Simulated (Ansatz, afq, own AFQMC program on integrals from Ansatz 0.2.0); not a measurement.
NH$_{3}$, singlet: a scan with AFQMC

```yaml
atoms:
  - { symbol: N, position_ang: [0.0003, -0.0001, -0.0667] }
  - { symbol: H, position_ang: [0.9385, 0.0130, 0.3137] }
  - { symbol: H, position_ang: [-0.4826, 0.8082, 0.3055] }
  - { symbol: H, position_ang: [-0.4607, -0.8202, 0.3074] }
```

The N1–H4 distance is changed with both sides rigid. Energies in kJ/mol count from this geometry (1.012 Å) at the same level; the start stands on RHF, each point on the determinant named.

Basis 6-31G. Only valence electrons are correlated. Integrals, coupled cluster, full CI and functionals: Ansatz 0.2.0; the random walks run on the same integrals in our own AFQMC program. ph-AFQMC/CISD is guided by a CISD state made of CCSD amplitudes; releasing the constraint for a short imaginary time cuts its bias at the price of noise, slowly where states lie close. Uncertainties: one standard error, sampling alone.

Cautions, each for one point or more: (T) is large; cluster runs in doubt by the program's own checks; higher spins were not checked; restricted determinant unstable towards unrestricted; strong correlation; the next higher spin lies close; the ph-AFQMC/CISD walk drifts between its halves.

```
r(N1–H4) / Å  det.     T1  weight     HF  B2PLYP  CCSD(T)
       0.810   RHF  0.005    0.96  138.8   151.6    157.6
       1.206   RHF  0.007    0.94   64.1    50.0     44.9
       1.605   RHF  0.015    0.91  300.4   254.3    227.9
       2.256   RHF  0.041    0.73  615.1  430.6§    383.2
       3.476   RHF  0.050    0.53  904.4  449.9§    384.7
```

(1) Estimate the curve of full CI, counted from the same start.

## Answers

(1) 
| r(N1–H4) / Å | det. | T1 | weight | FCI | ph-AFQMC/CISD | released AFQMC | CCSDT(Q) |
| --- | --- | --- | --- | --- | --- | --- | --- |
| 0.810 | RHF | 0.005 | 0.96 | 157.8 | 157.8 ± 0.3 | 157.7 ± 0.2 | 157.8 |
| 1.206 | RHF | 0.007 | 0.94 | 44.8 | 45.4 ± 0.3 | 44.9 ± 0.2 | 44.8 |
| 1.605 | RHF | 0.015 | 0.91 | 227.4 | 227.4 ± 0.5 | 227.6 ± 0.3 | 227.3 |
| 2.256 | RHF | 0.041 | 0.73 | 387.6 | 390.7 ± 0.7 | – | 387.1 |
| 3.476 | RHF | 0.050 | 0.53 | 418.5 | 418.6 ± 0.9 | 418.3 ± 0.9 | 418.1 |

Weight is that of the determinant in the CISD state; at the start T1 is 0.006 and the weight 0.95. A dash marks a missing value, a released energy that hasn't settled or a functional that sits on another state. § marks a functional whose ⟨S²⟩ is too high by over 0.1. Largest departures from full CI: CCSD(T) -33.8 kJ/mol at 3.476 (on RHF), ph-AFQMC/CISD 3.2 kJ/mol at 2.256 (on RHF), released AFQMC 0.2 kJ/mol at 1.605 (on RHF) (within the noise), CCSDT(Q) -0.4 kJ/mol at 2.256 (on RHF), HF 485.9 kJ/mol at 3.476 (on RHF), B2PLYP 27.0 kJ/mol at 1.605. Functionals count only at points shown to share the start's state and spin. In this small basis the wave-function levels are far from their limit, so their gap to the functionals isn't the functionals' error.

CCSDT and higher add their correlation energy to the determinant of the CCSD(T) run, since their own runs factorise the integrals more tightly (a shift of under 2 meV). A walk keeps the symmetry of its determinant, which the program's search chose and which needn't be the lowest solution, so a lower state of the same spin and another symmetry isn't excluded. Released energies are given only where the last usable release times agree within the noise; a slower fall can still hide under it.
